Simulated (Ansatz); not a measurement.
Worked example: C2H4FO → CH2F + H2CO

Gas-phase species: C2H4FO `[CH2]OCF`, doublet; CH2F `[CH2]F`, doublet; H2CO (formaldehyde) `C=O`, singlet. The bond broken is the one whose loss leaves CH2F `[CH2]F`, relaxed to its own shape; its unpaired electron may spread away from that site.

Shapes, held fixed at every level: PBE0-D4/def2-TZVP. Flexible molecules stand in one conformer, not always the lowest. Programs: Ansatz 0.2.0. The zero-point and thermal change to 298 K, harmonic and unscaled (PBE0-D4/def2-TZVP), is -15.4 kJ/mol.

At CCSD(T)/CBS estimate; 1 Eh = 2625.50 kJ/mol:

| species | energy (Eh) |
| --- | --- |
| C2H4FO | -253.387778 |
| CH2F | -138.960355 |
| H2CO | -114.394077 |

Task: Work out ΔH(298 K) of the reaction at this level.

Result: 
1. Products less reactants: (-138.960355) + (-114.394077) − [(-253.387778)] = 0.033346 Eh = +87.5 kJ/mol.
2. With the thermal change: +87.5 + (-15.4) = +72.1 kJ/mol.

Other levels give +65.5 (MP2/def2-SVP) to +89.3 kJ/mol (r2SCAN0-D4/def2-TZVPP). No measured value is set beside it here. Open shells run unrestricted. The CBS estimate extrapolates MP2 from def2-TZVPP and def2-QZVPP and adds CCSD(T) − MP2 in the triple-zeta set, cores frozen.
